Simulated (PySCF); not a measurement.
Molecule: Cyclopropyl Isocyanate, C$_{4}$H$_{5}$NO.

Molfile (atoms numbered from 1):
```
C4H5NO
     RDKit          3D

 11 11  0  0  0  0  0  0  0  0999 V2000
    3.1466   -0.7977   -0.8480 O   0  0  0  0  0  0  0  0  0  0  0  0
    2.2139   -0.5148   -0.1958 C   0  0  0  0  0  0  0  0  0  0  0  0
    1.3260   -0.2292    0.5525 N   0  0  0  0  0  0  0  0  0  0  0  0
   -0.0246    0.1021    0.7294 C   0  0  0  0  0  0  0  0  0  0  0  0
   -0.7658    0.8997   -0.3053 C   0  0  0  0  0  0  0  0  0  0  0  0
   -1.0970   -0.5498   -0.0962 C   0  0  0  0  0  0  0  0  0  0  0  0
   -0.2678    0.3063    1.7758 H   0  0  0  0  0  0  0  0  0  0  0  0
   -1.4680    1.6625    0.0406 H   0  0  0  0  0  0  0  0  0  0  0  0
   -0.2150    1.1668   -1.2110 H   0  0  0  0  0  0  0  0  0  0  0  0
   -0.7730   -1.2596   -0.8617 H   0  0  0  0  0  0  0  0  0  0  0  0
   -2.0334   -0.8147    0.4013 H   0  0  0  0  0  0  0  0  0  0  0  0
  1  2  2  0
  2  3  2  0
  3  4  1  0
  4  5  1  0
  5  6  1  0
  6  4  1  0
  4  7  1  0
  5  8  1  0
  5  9  1  0
  6 10  1  0
  6 11  1  0
M  END
```

Spin–spin couplings on one PBE0-D3(BJ)/def2-SVP geometry, PySCF 2.14.0 with density-fitted response routines, gas phase, non-relativistic, equivalent pairs averaged (spin–dipole term only in couplings to heteroatoms); isotopes ¹³C, ¹H, ¹⁵N, ¹⁷O; functional B3LYP.

How do the couplings (Hz) change with the basis set? Times are CPU seconds on 1 thread of an Arm Neoverse V1, shared host. Far from the basis limit: 6-31G-J, pcJ-0, def2-TZVP, cc-pVTZ.

## Answers


```tsv
basis set	functions	¹J(C4,H7)	¹J(C5,H8)	¹J(C5,H9)	¹J(C2,N3)	¹J(O1,C2)	¹J(N3,C4)	¹J(C5,C6)	core-s
6-31G-J	92	197.5	176.5	175.2	-63.0	43.6	-22.1	13.2	6.9
pcJ-0	93	165.1	147.8	147.8	-46.0	63.8	-16.0	6.8	6.5
def2-TZVP	216	183.5	162.9	162.8	-66.2	25.3	-20.4	12.3	22
cc-pVTZ	250	171.3	153.7	152.4	-90.5	12.7	-20.4	10.0	27
```

The Fermi-contact term samples the wavefunction at the nucleus, which is why sets with added tight s functions (names with J) are made for couplings.
